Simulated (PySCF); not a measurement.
# Ionisation of cyclopropanecarboxylic acid

Parent: cyclopropanecarboxylic acid, `O=C(O)C1CC1` (C4H6O2). Atom numbers as in the mapped SMILES `[O:1]=[C:2]([OH:3])[CH:4]1[CH2:5][CH2:6]1`. These are map numbers, not IUPAC locants.

These are calculated values, BP86-D3(BJ)/ma-def2-TZVP in PySCF (grid level 2) at geometries from PBE0-D3(BJ)/def2-SVP. The prefix ma- adds one diffuse s and one diffuse p function on all atoms but H. Zero-point and thermal terms (298.15 K, 1 bar) come from unscaled PBE0-D3(BJ)/def2-SVP harmonic frequencies, with soft modes damped to free rotors in the entropy.

Frontier levels of the parent: HOMO -6.42 eV, LUMO -1.06 eV.

Oxidation to the radical cation:
```
Vertical ionisation energy (electronic)              : 9.83 eV
Adiabatic ionisation energy (with zero-point energy) : 9.46 eV
Adiabatic, electronic part                           : 9.57 eV
Vertical gap at the product's structure              : 9.18 eV
Inner reorganisation energy (four-point)             : 650 meV
Relaxation of product / of parent                    : 265 / 385 meV
⟨S²⟩ of the product                                  : 0.753
Largest spin populations                             : O1 0.47, C6 0.23, C5 0.22
Largest changes of atomic charge                     : O1 0.28, O3 0.11, C6 0.10, C5 0.10
Distances that move most (Å)                         : C5–C6 1.486 → 1.586; C2–O3 1.346 → 1.294; C4–C5 1.511 → 1.485; C4–C6 1.511 → 1.487
Potential in dichloromethane                         : 7.32 V absolute (solvation -24 → -228 kJ/mol)
```

Solvents are IEF-PCM continua (electrostatics only, gas-phase structures); absolute potentials refer to an electron at rest in vacuum.

Adiabatic ionisation energy: the gap is larger than usual, and may come from another state, site, conformer or species, from an onset or band maximum that doesn't mark the energy named, from the functional or basis, or from an outlying measurement.

Measured values (NIST Chemistry WebBook, evaluated or the median of agreeing entries): adiabatic ionisation energy 10.64 eV (computed 9.46, difference -1.18).
